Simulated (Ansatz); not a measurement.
# C2H3B: the cost of one run

The runs use Ansatz 0.2.0, Gaussian basis; single points in def2-TZVPP.

Cores are frozen in the correlated methods.

1 further run of the same task is left out (it didn't finish).

### Step 1. The starting structure

6 atoms, charge 0, spin multiplicity 1.

Atoms are counted from 1 here; the program's logs count them from 0.

Bond lengths: B1–C2 1.338 Å, B1–C3 1.446 Å, C2–C3 1.701 Å, C2–H4 1.066 Å, C3–H5 1.075 Å, C3–H6 1.102 Å. Angles: C2–B1–C3 75.2°, B1–C2–C3 55.3°, B1–C2–H4 166.6°, C3–C2–H4 120.9°, B1–C3–C2 49.5°, B1–C3–H5 121.5°, B1–C3–H6 122.2°, C2–C3–H5 115.6°, C2–C3–H6 115.1°, H5–C3–H6 114.6°.

Coordinates:

```mol
C2H3B
  3D, bonds by distance, orders not assigned

  6  6  0  0  0  0  0  0  0  0999 V2000
   -1.1965   -0.0192   -0.1659 B   0  0
   -0.2753   -0.9877   -0.1034 C   0  0
    0.0517    0.6730    0.0681 C   0  0
    0.5110   -1.6846   -0.2839 H   0  0
    0.6046    1.1224   -0.7367 H   0  0
    0.3709    0.9853    1.0755 H   0  0
  1  2  8  0
  1  3  8  0
  2  3  8  0
  2  4  8  0
  3  5  8  0
  3  6  8  0
M  END
```

### Step 2. PBE-D4/def2-TZVPP

The input, run/in.yaml:

```yaml
crystal:
  periodic: [false, false, false]
  atoms:
    - {symbol: B, position_ang: [-1.196469, -0.019164, -0.165933]}
    - {symbol: C, position_ang: [-0.275336, -0.987689, -0.103379]}
    - {symbol: C, position_ang: [0.051709, 0.672998, 0.068063]}
    - {symbol: H, position_ang: [0.510987, -1.684564, -0.283950]}
    - {symbol: H, position_ang: [0.604628, 1.122396, -0.736658]}
    - {symbol: H, position_ang: [0.370895, 0.985294, 1.075530]}
basis:
  gaussian: {orbitals: def2-TZVPP}
hamiltonian: {xc: pbe, dispersion: d4}
output: {forces: true}
```

On the command line:

```sh
> ansatz run in.yaml --threads 2 --pin off --events-out ev --progress --plain --max-ram 3481MiB
```

**Question.** How long does this run take on 2 threads of Intel Xeon at 2.50GHz, shared host, and how much memory does it need?

About 4.3 s, with a peak of 0.12 GiB.
